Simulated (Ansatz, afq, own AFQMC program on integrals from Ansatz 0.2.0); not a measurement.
## BH3, triplet: AFQMC among the cluster methods

```yaml
atoms:
  - { symbol: B, position_ang: [-0.1894, 0.0943, 0.2780] }
  - { symbol: H, position_ang: [0.2369, 0.6334, -0.8029] }
  - { symbol: H, position_ang: [0.5350, 0.0942, 1.2176] }
  - { symbol: H, position_ang: [1.2597, -1.7387, -3.3970] }
```

Basis 6-31G. Only valence electrons are correlated. AFQMC by an in-house program on the Cholesky factors that Ansatz 0.2.0 writes for its CCSD(T) run. ph-AFQMC/CISD is guided by a CISD state made of CCSD amplitudes; releasing the constraint for a short imaginary time cuts its bias at the price of noise, slowly where states lie close. ± is one standard error of the sampling.

Determinant: UHF, the one that the program's search chose, which needn't be the lowest solution. The geometry is a point of a scan.

Full CI on the same integrals is exact in this basis and with this determinant's frozen core.

Cautions: lower spins were not checked.

* T1 diagnostic: 0.0057
* weight of the determinant in the CISD state: 0.964
* ⟨S²⟩ of the determinant: 2.002
* size of the correlated space: 6 electrons in 14 orbitals

```
  level  correlation energy (eV)
    MP2                  -1.0716
   CCSD                  -1.4760
CCSD(T)                  -1.4935
```

Task: Estimate where full CI lies against CCSD(T) on the same integrals.

Result: 0.20 kcal/mol below CCSD(T).

Reference: full CI, correlation energy -1.502 eV. The released energy is read at 2.40 1/Eh (meV from the phaseless value at times in 1/Eh: -0.5 ± 0.4 at 0.24, -1.0 ± 0.4 at 0.51, -1.4 ± 0.3 at 0.99, -1.1 ± 0.3 at 1.62, -1.2 ± 0.3 at 2.40).

```csv
level,E − E(reference) (kcal/mol),share of correlation (%)
CCSD(T),0.20,99.44
CCSDT,0.01,99.98
CCSDT(Q),0.00,100.00
CCSDTQ,0.00,100.00
ph-AFQMC/CISD,0.04 ± 0.01,99.88
released AFQMC,0.01 ± 0.006,99.96
```

CCSDT and higher add their correlation energy to the determinant of the CCSD(T) run, since their own runs factorise the integrals more tightly (a shift of under 2 meV). Released energies are given only where the last usable release times agree within the noise; a slower fall can still hide under it.
